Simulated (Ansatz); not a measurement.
Take a crystal in which Zr has been replaced by Hf on all its sites, with the cell rescaled by a rough guess (in some cases also distorted within its space group) and nothing relaxed:

```
Hf H Br
1.0
     3.60441    0.00000    0.00000
    -1.80220    3.12151    0.00000
     0.00000    0.00000   10.06948
Hf H Br
2 2 2
Cartesian
  0.0000 2.0810 6.1131
  1.8022 1.0405 3.9564
  0.0000 2.0810 4.2404
  1.8022 1.0405 5.8291
  0.0000 2.0810 1.6688
  1.8022 1.0405 8.4007
```

These are results of DFT PBEsol, scalar-relativistic, plane waves, PAW in Ansatz, not measurements.

Cutoff 420 eV; k points 12×12×4 on the computed 6-atom cell (Γ-centred); Gaussian smearing, width 0.10 eV; no spin polarisation.

Q: Will this cell want to expand or contract, and how hard?

A: The pressure is -5.4 GPa (positive in compression), so the cell would contract.

Q: Is it a metal on this mesh?

A: Yes, a band crosses the Fermi level.

Q: What is its energy against the elements in their standard states?

A: -0.511 eV/atom at this unrelaxed geometry, with the elements in the same functional.

Spin-orbit coupling is left out, which matters for the bands of heavy elements. The cell holds layers, and where no dispersion correction was added their binding is poorly described.